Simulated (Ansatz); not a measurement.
**Which isomer of CHPS gives these data?**

These gas-phase data were calculated for one isomer of CHPS at PBE0-D4/def2-TZVP (harmonic, unscaled wavenumbers; equilibrium rotational constants with average atomic masses):

```
rotational constants            : 252.5, 3.085, 3.047 GHz
all wavenumbers above 1500 cm⁻¹ : 2375
```

Candidates:

(1) `C1=PS1`, a singlet
(2) `P=C=S`, a singlet
(3) `P#CS`, a singlet

Q: Which structure fits?

A: Candidate (2). No mode falls between 2500 and 2800 cm⁻¹, where the S–H stretch of (3) would stand. The band at 2375 cm⁻¹ lies where the P–H stretch is expected; (1) has no mode between 2250 and 2520 cm⁻¹.

The same quantities for all candidates:

```tsv
	rotational constants (GHz)	wavenumbers above 1500 cm⁻¹	E above the lowest, PBE0-D4/def2-TZVP (kcal/mol)
(1)	24.73, 6.3, 5.021	3260	7.3
(2)	252.5, 3.085, 3.047	2375	0.0
(3)	290.8, 3.037, 3.006	2656, 1513	3.0
```

Each candidate is one conformer. Programs: Ansatz 0.2.0.
